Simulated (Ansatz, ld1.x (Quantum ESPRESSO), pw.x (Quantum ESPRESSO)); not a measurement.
Equation-of-state test of one PAW potential (lithium)

Li (Z = 3), PAW, made with ld1.x (Quantum ESPRESSO) 7.5 (PBE, scalar-relativistic). Core none, reference 1s2 2s1 2p0. Waves: 1s (bound): rcut 1.20, rcutus 1.30 bohr; 2s (bound): rcut 1.20, rcutus 1.30 bohr; 2p (bound, empty): rcut 3.85, rcutus 4.35 bohr; 2p channel at 4.9 Ry: rcut 3.85, rcutus 4.35 bohr; 3d channel at 0.45 Ry: rcut 2.85, rcutus 3.25 bohr; 3d channel at 1.2 Ry: rcut 2.85, rcutus 3.25 bohr. Local part: all-electron potential smoothed inside 3.75 bohr (lloc = -1). Core correction: none. Augmentation charge: GAUSS, radius 1.10 bohr.

Crystal test: bcc Li in pw.x 7.5, no spin, 13³ k-points, Fermi–Dirac smearing 0.01 Ry, cutoffs 75/600 Ry. The reference is all-electron LAPW (Ansatz 0.2.0) with the same functional, mesh and smearing; V0 and B0 come from Birch–Murnaghan fits to the pressures at five volumes. Errors are pseudo minus all-electron; Δ is the rms difference of the E(V) curves that follow from these fits, minima aligned, over ±6 % about the mean V0. Mesh and smearing are coarse, so the numbers serve the comparison and aren't converged zero-temperature values; the lattice is a test structure that the element need not adopt.

```csv
V (Å³/atom),P all-electron (GPa),P pseudo (GPa)
19.352,0.71,3.40
19.862,0.30,2.88
20.371,-0.05,2.42
20.880,-0.38,1.99
21.390,-0.67,1.60
```

All-electron: a0 = 3.436 Å (V0 = 20.29 Å³/atom), B0 = 13.8 GPa.

Pseudopotential: mean pressure error (GPa): +2.47. The pressure does not cross zero within the volumes sampled, so no fit is given. The largest radius (4.35 bohr) exceeds half the bond length (2.82 bohr), so the spheres overlap, which is one possible source of error among others. This is a poor potential for the solid. Atomic configuration tests: test run stopped at test 2 of 4 (negative rho), 1 before it not solved.

**Question.** At the middle volume, how do free energy and pressure move when the wave cutoff is lowered (ecutrho held at 600 Ry)?

**Answer.**

| cutoff (Ry) | shift of F (meV/atom) | shift of P (GPa) |
| --- | --- | --- |
| 34 | +425.9 | -6.54 |
| 45 | +91.5 | -3.11 |
| 60 | +3.5 | -0.30 |

The run at the middle volume (84 k-points, 27 iterations) took about 43 s on one core of a shared host (Neoverse-V1, 32 threads, 247 GiB, load 14).
